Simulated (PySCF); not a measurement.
Compound: C₅H₆S.
Atom-mapped SMILES: `[CH2:1]=[CH:2]/[CH:3]=[CH:4]/[CH:5]=[S:6]` (hydrogens: H7, H8 on C1; H9 on C2; H10 on C3; H11 on C4; H12 on C5)

Cartesian coordinates in Å at the BHandHLYP/cc-pVDZ level; atoms count from 1:
```
atom  x, y, z in Å
C1    -2.4501   -0.1810    0.0371
C2    -1.2710    0.4319   -0.0742
C3    -0.0040   -0.2638   -0.0244
C4     1.1954    0.3370   -0.1349
C5     2.4289   -0.4002   -0.0778
S6     3.9198    0.2410   -0.2004
H7    -3.3811    0.3722   -0.0045
H8    -2.5170   -1.2563    0.1734
H9    -1.2333    1.5097   -0.2099
H10   -0.0418   -1.3430    0.1120
H11    1.2664    1.4119   -0.2716
H12    2.3168   -1.4787    0.0597
```

Computed with PySCF 2.14.0, BHandHLYP/cc-pVDZ geometry optimisation, gas phase.

Masses are those of the commonest isotopes; rigid-rotor values at the optimised geometry. The values belong to one conformer with, in the numbering `[CH2:1]=[CH:2]/[CH:3]=[CH:4]/[CH:5]=[S:6]`, C1–C2–C3–C4 180°, C3–C4–C5–S6 180°.

(1) Give the principal moments of inertia and the rotational constants in MHz.

(2) Classify the top.

(3) What does the inertial defect say?

(4) List the rotational levels J(Ka,Kc) to J = 5 (MHz).

(5) Which types of transition are allowed, and where do some lines up to J = 2 fall?

(6) Estimate the classical rotational partition function at 10 K, 200 K and 298.15 K.

## Answers

(1) Ia = 18.25, Ib = 549.84, Ic = 568.09 u·Å²; 505379 MHz·u·Å²/I gives A = 27695, B = 919.1, C = 889.6 MHz.

(2) A near-prolate asymmetric top; Ray's κ = -0.998.

(3) Planar: Δ = Ic − Ia − Ib = 0.00 u·Å². For a rigid frame Δ = −2 Σ m c², so it vanishes when all atoms lie in the ab plane; here none is more than 0.01 Å from it.

(4) Above 0(0,0):
J = 1: 1(0,1) 1809, 1(1,1) 28585, 1(1,0) 28614
J = 2: 2(0,2) 5426, 2(1,2) 32173, 2(1,1) 32262, 2(2,1) 112590, 2(2,0) 112590
J = 3: 3(0,3) 10852, 3(1,3) 37555, 3(1,2) 37732, 3(2,2) 118016, 3(2,1) 118017, 3(3,1) 251971, 3(3,0) 251971
J = 4: 4(0,4) 18087, 4(1,4) 44731, 4(1,3) 45026, 4(2,3) 125251, 4(2,2) 125252, 4(3,2) 259206, 4(3,1) 259206, 4(4,1) 446743, 4(4,0) 446743
J = 5: 5(0,5) 27130, 5(1,5) 53701, 5(1,4) 54144, 5(2,4) 134295, 5(2,3) 134296, 5(3,3) 268250, 5(3,2) 268250, 5(4,2) 455787, 5(4,1) 455787, 5(5,1) 696906, 5(5,0) 696906
The levels of one J sum to (2J + 1)J(J + 1)(A + B + C)/3.

(5) The dipole components are |μa| = 3.91 D, |μb| = 0.61 D, |μc| = 0.00 D; the mirror of this Cs structure is the ab plane, so μc vanishes by symmetry and there are no c-type lines. The squared components, which scale the intensities, stand as 1.00 : 0.02 (a : b). Some lines, for components of 0.1 D or more:

```csv
type,branch,"J(Ka,Kc)",MHz,lower level (cm⁻¹)
a,R,"1(0,1) ← 0(0,0)",1809,0.000
a,R,"2(1,2) ← 1(1,1)",3588,0.953
a,R,"2(1,1) ← 1(1,0)",3647,0.954
b,Q,"1(1,0) ← 1(0,1)",26806,0.060
b,Q,"2(1,1) ← 2(0,2)",26835,0.181
b,R,"1(1,1) ← 0(0,0)",28585,0.000
b,R,"2(1,2) ← 1(0,1)",30364,0.060
b,Q,"2(2,0) ← 2(1,1)",80329,1.076
b,Q,"2(2,1) ← 2(1,2)",80417,1.073
b,R,"2(2,1) ← 1(1,0)",83976,0.954
b,R,"2(2,0) ← 1(1,1)",84005,0.953
```

(6) Point group Cs, symmetry number σ = 1; q = (√π/σ)·√((kT/h)³/(ABC)), k/h = 20836.6 MHz/K: 1120 at 10 K, 100000 at 200 K, 182000 at 298.15 K.

Not checked by BHandHLYP/cc-pVDZ frequencies. No vibrational averaging or centrifugal distortion is included, and the geometry carries the error of its method.
